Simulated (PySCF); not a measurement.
# HBS (hydrogen boron sulfide): CCSDT/STO-3G

Aim: the energy change on altering one bond length of HBS (hydrogen boron sulfide) at CCSDT/STO-3G, from 2 runs. 

The results are computed with PySCF 2.14.0.

9 further runs of the same task are left out: 9 set aside as unsound or not needed.

**1. Starting point**

The species is HBS (3 atoms), meant as a singlet with charge 0. SMILES: `B=S`. Geometry: relaxed at GFN2-xTB.

Bond lengths: B1–S2 1.592 Å, B1–H3 1.144 Å. Angles: S2–B1–H3 179.9°.

**2. A single-point energy at CCSDT/STO-3G**

File input.py:

```python
# hydrogen boron sulfide
from pyscf import gto, cc

molecule = gto.M(
    atom='''
B     -0.077535    -0.030425     0.269362
S      0.747047     0.276864    -2.607180
H     -0.669530    -0.246439     2.337799
''',
    max_memory=1860,
    unit='bohr',
    verbose=4,
    basis='sto-3g',
)

myscf = molecule.RHF()
myscf.conv_tol = 1e-10
myscf.kernel()
if not myscf.converged:
    myscf = myscf.newton().run(myscf.mo_coeff, myscf.mo_occ)

mycc = cc.CCSDT(myscf, frozen=6)
mycc.kernel()
e_final = mycc.e_tot
print('E = %.10f Eh' % e_final)
```

Run with:

```
OMP_NUM_THREADS=1 python input.py
```

Standard output:

```text
PySCF version 2.14.0

[INPUT] num. atoms = 3
[INPUT] num. electrons = 22
[INPUT] charge = 0
[INPUT] spin (= nelec alpha-beta = 2S) = 0
[INPUT] symmetry False subgroup None
[INPUT] Mole.unit = bohr
[INPUT] Symbol           X                Y                Z      unit          X                Y                Z       unit  Magmom
[INPUT]  1 B     -0.041029755049  -0.016100216642   0.142540231888 AA   -0.077535000000  -0.030425000000   0.269362000000 Bohr   0.0
[INPUT]  2 S      0.395320247886   0.146510119324  -1.379660240766 AA    0.747047000000   0.276864000000  -2.607180000000 Bohr   0.0
[INPUT]  3 H     -0.354300018027  -0.130409902682   1.237109954512 AA   -0.669530000000  -0.246439000000   2.337799000000 Bohr   0.0

nuclear repulsion = 32.0014506942498
number of shells = 9
number of NR pGTOs = 45
number of NR cGTOs = 15
basis = sto-3g
ecp = {}

******** <class 'pyscf.scf.hf.RHF'> ********
method = RHF
initial guess = minao
damping factor = 0
level_shift factor = 0
DIIS = <class 'pyscf.scf.diis.CDIIS'>
diis_start_cycle = 1
diis_space = 8
diis_damp = 0
SCF conv_tol = 1e-10
SCF conv_tol_grad = None
SCF max_cycles = 50
direct_scf = True
direct_scf_tol = 1e-13
Set gradient conv threshold to 1e-05
Initial guess from minao.
init E= -417.981450687132
  HOMO = -0.301076447458315  LUMO = 0.183489752000932  gap/eV = 13.18572
cycle= 1 E= -418.024630539358  delta_E= -0.0432  |g|= 0.461  |ddm|= 2.17
  HOMO = -0.249551564961618  LUMO = 0.232349239287502  gap/eV = 13.11319
cycle= 2 E= -418.054540625537  delta_E= -0.0299  |g|= 0.442  |ddm|= 1.31
  HOMO = -0.284353920191306  LUMO = 0.284139566970277  gap/eV = 15.46950
cycle= 3 E= -418.120851861637  delta_E= -0.0663  |g|= 0.0262  |ddm|= 0.61
  HOMO = -0.294285094379451  LUMO = 0.288867192627811  gap/eV = 15.86838
cycle= 4 E= -418.121271826064  delta_E= -0.00042  |g|= 0.00334  |ddm|= 0.0735
  HOMO = -0.29196415920557  LUMO = 0.286988350146553  gap/eV = 15.75410
cycle= 5 E= -418.121281724334  delta_E= -9.9e-06  |g|= 0.00149  |ddm|= 0.0119
  HOMO = -0.292312581462432  LUMO = 0.287467809837456  gap/eV = 15.77663
cycle= 6 E= -418.121282774165  delta_E= -1.05e-06  |g|= 0.000426  |ddm|= 0.00373
  HOMO = -0.292471044042242  LUMO = 0.287570939124668  gap/eV = 15.78375
cycle= 7 E= -418.121282852928  delta_E= -7.88e-08  |g|= 9.41e-06  |ddm|= 0.00124
  HOMO = -0.292468789804351  LUMO = 0.287567677894356  gap/eV = 15.78360
cycle= 8 E= -418.121282852971  delta_E= -4.35e-11  |g|= 5.09e-07  |ddm|= 3e-05
  HOMO = -0.292468490359437  LUMO = 0.287567605812828  gap/eV = 15.78359
Extra cycle  E= -418.121282852971  delta_E= 2.27e-13  |g|= 1.56e-07  |ddm|= 1.21e-06
converged SCF energy = -418.121282852971

******** <class 'pyscf.cc.rccsdt.RCCSDT'> ********
RCCSDT nocc = 5, nmo = 9
Allocating only the i<=j<=k part of the T3 amplitude in memory
frozen orbitals 6
max_cycle = 50
conv_tol = 1e-07
conv_tol_normt = 1e-06
diis with the T3 amplitude
diis_space = 6
diis_start_cycle = 0
diis_start_energy_diff = 1e+09
einsum_backend: numpy
_make_eris_incore_RCCSDT
blksize  5    blksize_oovv  4    blksize_oooo  4    blksize_vvvv  1

WARN: A large `blksize` is being used, which may cause large memory consumption
      for storing contraction intermediates. If memory is sufficient, consider using
      `pyscf.cc.rccsdt_highm.RCCSDT` instead.

WARN: A large `blksize_oovv` is being used, which may cause large memory consumption
      for storing contraction intermediates. If memory is sufficient, consider using
      `pyscf.cc.rccsdt_highm.RCCSDT` instead.

WARN: A large `blksize_oooo` is being used, which may cause large memory consumption
      for storing contraction intermediates. If memory is sufficient, consider using
      `pyscf.cc.rccsdt_highm.RCCSDT` instead.

Approximate memory usage estimate
    T3 memory                17.5 KB
    R3 memory                17.5 KB
    Symmetrized T3 memory    15.0 KB
    ERIs memory              51.3 KB
    T1-ERIs memory           51.3 KB
    Intermediates memory     51.3 KB
    Block workspace          72.0 KB
    T3 einsum buffer         72.0 KB
Total estimated memory        348 KB
Init t2, MP2 energy = -418.223730401277  E_corr(MP2) -0.102447548306
Init E_corr(RCCSDT) = -0.102447548305645
cycle =  1  E_corr(RCCSDT) = -0.099059245445  dE =  3.388302860754e-03  norm(d tamps) = 9.73894449e-02
cycle =  2  E_corr(RCCSDT) = -0.118651016063  dE = -1.959177061796e-02  norm(d tamps) = 6.59975575e-02
cycle =  3  E_corr(RCCSDT) = -0.114924699519  dE =  3.726316544346e-03  norm(d tamps) = 3.44832985e-02
cycle =  4  E_corr(RCCSDT) = -0.118491698966  dE = -3.566999447705e-03  norm(d tamps) = 1.05158992e-02
cycle =  5  E_corr(RCCSDT) = -0.118456991485  dE =  3.470748084296e-05  norm(d tamps) = 1.63647181e-03
cycle =  6  E_corr(RCCSDT) = -0.118449888491  dE =  7.102994492428e-06  norm(d tamps) = 6.88803306e-04
cycle =  7  E_corr(RCCSDT) = -0.118460313812  dE = -1.042532103375e-05  norm(d tamps) = 1.56753284e-04
cycle =  8  E_corr(RCCSDT) = -0.118453782137  dE =  6.531674875354e-06  norm(d tamps) = 5.44656973e-05
cycle =  9  E_corr(RCCSDT) = -0.118453339403  dE =  4.427344614671e-07  norm(d tamps) = 1.67697039e-05
cycle = 10  E_corr(RCCSDT) = -0.118453413654  dE = -7.425153589202e-08  norm(d tamps) = 5.33908885e-06
cycle = 11  E_corr(RCCSDT) = -0.118453153837  dE =  2.598170769919e-07  norm(d tamps) = 2.28479774e-06
cycle = 12  E_corr(RCCSDT) = -0.118453306946  dE = -1.531090418061e-07  norm(d tamps) = 9.01526698e-07
cycle = 13  E_corr(RCCSDT) = -0.118453340703  dE = -3.375655276139e-08  norm(d tamps) = 3.02749100e-07
RCCSDT converged
E(RCCSDT) = -418.2397361936738   E_corr = -0.1184533407026285
E_corr(same-spin) = -0.0194056077850969
E_corr(oppo-spin) = -0.0990477329175316
E = -418.2397361937 Eh
```

Wall time 0.74 s (1 thread of Arm Neoverse V2, shared host); peak memory 0.12 GiB.

**3. The distorted shape, same level**

File calc.py:

```python
from pyscf import gto, cc

system = gto.M(
    atom='''
B    0.115615   0.041059  -0.404781
S    0.551965   0.203669  -1.926981
H   -0.354300  -0.130410   1.237110
''',
    verbose=4,
    basis='sto-3g',
    max_memory=1860,
)

myscf = system.RHF()
myscf.conv_tol = 1e-10
myscf.kernel()
if not myscf.converged:
    myscf = myscf.newton().run(myscf.mo_coeff, myscf.mo_occ)

mycc = cc.CCSDT(myscf, frozen=6)
mycc.kernel()
e_tot = mycc.e_tot
print('E = %.10f Eh' % e_tot)
```

Run with:

```
OMP_NUM_THREADS=1 python calc.py
```

Standard output:

```text
PySCF version 2.14.0

[INPUT] num. atoms = 3
[INPUT] num. electrons = 22
[INPUT] charge = 0
[INPUT] spin (= nelec alpha-beta = 2S) = 0
[INPUT] symmetry False subgroup None
[INPUT] Mole.unit = angstrom
[INPUT] Symbol           X                Y                Z      unit          X                Y                Z       unit  Magmom
[INPUT]  1 B      0.115615000000   0.041059000000  -0.404781000000 AA    0.218480685892   0.077590264949  -0.764925230428 Bohr   0.0
[INPUT]  2 S      0.551965000000   0.203669000000  -1.926981000000 AA    1.043062680346   0.384878630064  -3.641466337241 Bohr   0.0
[INPUT]  3 H     -0.354300000000  -0.130410000000   1.237110000000 AA   -0.669529965933  -0.246439183905   2.337799085961 Bohr   0.0

nuclear repulsion = 30.6954452734464
number of shells = 9
number of NR pGTOs = 45
number of NR cGTOs = 15
basis = sto-3g
ecp = {}

******** <class 'pyscf.scf.hf.RHF'> ********
method = RHF
initial guess = minao
damping factor = 0
level_shift factor = 0
DIIS = <class 'pyscf.scf.diis.CDIIS'>
diis_start_cycle = 1
diis_space = 8
diis_damp = 0
SCF conv_tol = 1e-10
SCF conv_tol_grad = None
SCF max_cycles = 50
direct_scf = True
direct_scf_tol = 1e-13
Set gradient conv threshold to 1e-05
Initial guess from minao.
init E= -417.741233958334
  HOMO = -0.296784782758763  LUMO = 0.141675919494987  gap/eV = 11.93112
cycle= 1 E= -417.913255365212  delta_E= -0.172  |g|= 0.446  |ddm|= 2.13
  HOMO = -0.250371832025627  LUMO = 0.202832492596777  gap/eV = 12.33232
cycle= 2 E= -417.9419111202  delta_E= -0.0287  |g|= 0.437  |ddm|= 1.29
  HOMO = -0.283461325239677  LUMO = 0.279287604070488  gap/eV = 15.31318
cycle= 3 E= -418.007284235793  delta_E= -0.0654  |g|= 0.0324  |ddm|=  0.6
  HOMO = -0.296774872073458  LUMO = 0.291820237866443  gap/eV = 16.01649
cycle= 4 E= -418.008247097886  delta_E= -0.000963  |g|= 0.00596  |ddm|= 0.108
  HOMO = -0.292487020600696  LUMO = 0.290808666327952  gap/eV = 15.87228
cycle= 5 E= -418.008286297134  delta_E= -3.92e-05  |g|= 0.00226  |ddm|= 0.0245
  HOMO = -0.293087617634378  LUMO = 0.291431518096084  gap/eV = 15.90558
cycle= 6 E= -418.008289119374  delta_E= -2.82e-06  |g|= 0.000395  |ddm|= 0.00687
  HOMO = -0.293295273589358  LUMO = 0.291392784011138  gap/eV = 15.91017
cycle= 7 E= -418.008289196696  delta_E= -7.73e-08  |g|= 2.54e-05  |ddm|= 0.00117
  HOMO = -0.293296032996058  LUMO = 0.291407202831328  gap/eV = 15.91059
cycle= 8 E= -418.008289196938  delta_E= -2.42e-10  |g|= 5e-06  |ddm|= 7.1e-05
  HOMO = -0.293293914040376  LUMO = 0.291405247504181  gap/eV = 15.91047
cycle= 9 E= -418.008289196951  delta_E= -1.38e-11  |g|= 4.87e-08  |ddm|= 1.62e-05
  HOMO = -0.293293885667515  LUMO = 0.291405246468383  gap/eV = 15.91047
Extra cycle  E= -418.008289196951  delta_E= 5.12e-13  |g|= 2.6e-08  |ddm|= 1.11e-07
converged SCF energy = -418.008289196951

******** <class 'pyscf.cc.rccsdt.RCCSDT'> ********
RCCSDT nocc = 5, nmo = 9
Allocating only the i<=j<=k part of the T3 amplitude in memory
frozen orbitals 6
max_cycle = 50
conv_tol = 1e-07
conv_tol_normt = 1e-06
diis with the T3 amplitude
diis_space = 6
diis_start_cycle = 0
diis_start_energy_diff = 1e+09
einsum_backend: numpy
_make_eris_incore_RCCSDT
blksize  5    blksize_oovv  4    blksize_oooo  4    blksize_vvvv  1

WARN: A large `blksize` is being used, which may cause large memory consumption
      for storing contraction intermediates. If memory is sufficient, consider using
      `pyscf.cc.rccsdt_highm.RCCSDT` instead.

WARN: A large `blksize_oovv` is being used, which may cause large memory consumption
      for storing contraction intermediates. If memory is sufficient, consider using
      `pyscf.cc.rccsdt_highm.RCCSDT` instead.

WARN: A large `blksize_oooo` is being used, which may cause large memory consumption
      for storing contraction intermediates. If memory is sufficient, consider using
      `pyscf.cc.rccsdt_highm.RCCSDT` instead.

Approximate memory usage estimate
    T3 memory                17.5 KB
    R3 memory                17.5 KB
    Symmetrized T3 memory    15.0 KB
    ERIs memory              51.3 KB
    T1-ERIs memory           51.3 KB
    Intermediates memory     51.3 KB
    Block workspace          72.0 KB
    T3 einsum buffer         72.0 KB
Total estimated memory        348 KB
Init t2, MP2 energy = -418.126895964111  E_corr(MP2) -0.118606767161
Init E_corr(RCCSDT) = -0.11860676716055
cycle =  1  E_corr(RCCSDT) = -0.119861988688  dE = -1.255221527502e-03  norm(d tamps) = 1.13059920e-01
cycle =  2  E_corr(RCCSDT) = -0.144399278985  dE = -2.453729029708e-02  norm(d tamps) = 7.63853196e-02
cycle =  3  E_corr(RCCSDT) = -0.141119696190  dE =  3.279582794768e-03  norm(d tamps) = 4.19795979e-02
cycle =  4  E_corr(RCCSDT) = -0.147575353494  dE = -6.455657303376e-03  norm(d tamps) = 1.59429849e-02
cycle =  5  E_corr(RCCSDT) = -0.147787153747  dE = -2.118002530083e-04  norm(d tamps) = 4.26357484e-03
cycle =  6  E_corr(RCCSDT) = -0.147958877681  dE = -1.717239342084e-04  norm(d tamps) = 2.45550269e-03
cycle =  7  E_corr(RCCSDT) = -0.147994726406  dE = -3.584872535689e-05  norm(d tamps) = 4.95644752e-04
cycle =  8  E_corr(RCCSDT) = -0.148003561842  dE = -8.835435445581e-06  norm(d tamps) = 2.24797576e-04
cycle =  9  E_corr(RCCSDT) = -0.148004179018  dE = -6.171759125706e-07  norm(d tamps) = 1.25063139e-04
cycle = 10  E_corr(RCCSDT) = -0.148003934467  dE =  2.445507330529e-07  norm(d tamps) = 3.41739435e-05
cycle = 11  E_corr(RCCSDT) = -0.148003424623  dE =  5.098442722173e-07  norm(d tamps) = 1.29925797e-05
cycle = 12  E_corr(RCCSDT) = -0.148003775424  dE = -3.508017849818e-07  norm(d tamps) = 5.08023245e-06
cycle = 13  E_corr(RCCSDT) = -0.148003851139  dE = -7.571406193674e-08  norm(d tamps) = 2.44854460e-06
cycle = 14  E_corr(RCCSDT) = -0.148004086654  dE = -2.355156552836e-07  norm(d tamps) = 1.34778040e-06
cycle = 15  E_corr(RCCSDT) = -0.148004118600  dE = -3.194549674790e-08  norm(d tamps) = 5.66098122e-07
RCCSDT converged
E(RCCSDT) = -418.1562933155506   E_corr = -0.1480041185996617
E_corr(same-spin) = -0.0189503238871493
E_corr(oppo-spin) = -0.129053794712512
E = -418.1562933156 Eh
```

It took 0.76 s on 1 thread of Arm Neoverse V2, shared host; peak memory 0.12 GiB.

**4. Results**

Level: CCSDT/STO-3G, 6 core orbitals frozen.

| quantity | value |
| --- | --- |
| first shape: total energy | -418.23974 Eh |
| first shape: dipole moment (Hartree–Fock density) | 0.97 D |
| first shape: HOMO energy (Hartree–Fock orbitals) | -7.96 eV |
| first shape: LUMO energy (Hartree–Fock orbitals) | 7.83 eV |
| first shape: HOMO–LUMO gap (Hartree–Fock orbitals) | 15.78 eV |
| first shape: correlation energy (6 core orbitals frozen) | -118.5 mEh |
| first shape: T1 diagnostic | 0.024 |
| distorted shape: total energy | -418.15629 Eh |
| distorted shape: dipole moment (Hartree–Fock density) | 1.01 D |
| distorted shape: HOMO energy (Hartree–Fock orbitals) | -7.98 eV |
| distorted shape: LUMO energy (Hartree–Fock orbitals) | 7.93 eV |
| distorted shape: HOMO–LUMO gap (Hartree–Fock orbitals) | 15.91 eV |
| distorted shape: correlation energy (6 core orbitals frozen) | -148.0 mEh |
| distorted shape: T1 diagnostic | 0.025 |
| energy change with the B1–H3 bond stretched from 1.144 to 1.716 Å | 2.271 eV |

**Reading.** With the B1–H3 bond stretched from 1.144 to 1.716 Å the energy rises by 2.27 eV (219 kJ/mol). The first shape isn't relaxed at this level, so the change isn't measured from a minimum. The minimal basis adds a large error of its own. The T1 diagnostic (first shape) of 0.024 is above the customary mark for such species, so a single reference may not serve. The T1 diagnostic (distorted shape) of 0.025 is above the customary mark for such species, so a single reference may not serve.
